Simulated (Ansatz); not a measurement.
**CH₂NSi− (SMILES C#[Si][NH-]): functionals against CCSD(T) at one geometry**

An exercise on one series of results from a longer session: the logs are not shown, and one member is left open.

Computed with Ansatz 0.2.0, Gaussian basis. Level: single points in def2-TZVPPD.

Cores are frozen in the correlated methods.

### The starting structure

SMILES `C#[Si][NH-]`, 5 atoms, charge -1, spin multiplicity 1.

Atoms are counted from 1 here; the program's logs count them from 0.

Bond lengths: C1–Si2 1.707 Å, C1–H4 1.089 Å, Si2–N3 1.675 Å, N3–H5 1.039 Å. Angles: Si2–C1–H4 114.8°, C1–Si2–N3 166.5°, Si2–N3–H5 117.0°.

As a file:

```xyz
5
CH2NSi
C    -1.4175   -0.4690   -0.7612
Si   -0.0322    0.0362    0.0980
N     1.3349    0.1573    1.0578
H    -2.1128    0.3285   -1.0171
H     2.2464   -0.0582    0.6089
```

The first run:

File run/in.yaml:

```yaml
crystal:
  periodic: [false, false, false]
  atoms:
    - {symbol: C, position_ang: [-1.417500, -0.469000, -0.761200]}
    - {symbol: Si, position_ang: [-0.032200, 0.036200, 0.098000]}
    - {symbol: N, position_ang: [1.334900, 0.157300, 1.057800]}
    - {symbol: H, position_ang: [-2.112800, 0.328500, -1.017100]}
    - {symbol: H, position_ang: [2.246400, -0.058200, 0.608900]}
basis:
  gaussian: {orbitals: "def2-TZVPPD.json"}
total_charge: -1
correlation: {method: ccsd_t}
output: {forces: true}
```

The basis file named in the input lies beside it (Basis Set Exchange, JSON).

No record of the launch command was kept for these runs.

Among the steps run: CCSD(T)/def2-TZVPPD; PBE0-D4/def2-TZVPPD; wB97M-V/def2-TZVPPD; r2SCAN-D4/def2-TZVPPD; PBE-D4/def2-TZVPPD; BHLYP-D4/def2-TZVPPD; r2SCAN0-D4/def2-TZVPPD.

One table of the session follows, with a row left open; its other results are not shown here.

| method | RMS force component (eV/Å) | angle to CCSD(T) forces (°) |
| --- | --- | --- |
| CCSD(T) | 0.416 | reference |
| PBE0-D4 | 0.545 | 23.2 |
| wB97M-V | 0.587 | 30.9 |
| r2SCAN-D4 | 0.473 | 16.9 |
| PBE-D4 | 0.369 | 22.4 |
| BHLYP-D4 | 0.738 | 31.5 |
| r2SCAN0-D4 | ? | ? |

Q: Estimate the row for r2SCAN0-D4 from the others.

The run gave: RMS force component (eV/Å): 0.626; angle to CCSD(T) forces (°): 25.6. In the column «RMS force component (eV/Å)» it lies between wB97M-V (0.587) and BHLYP-D4 (0.738).
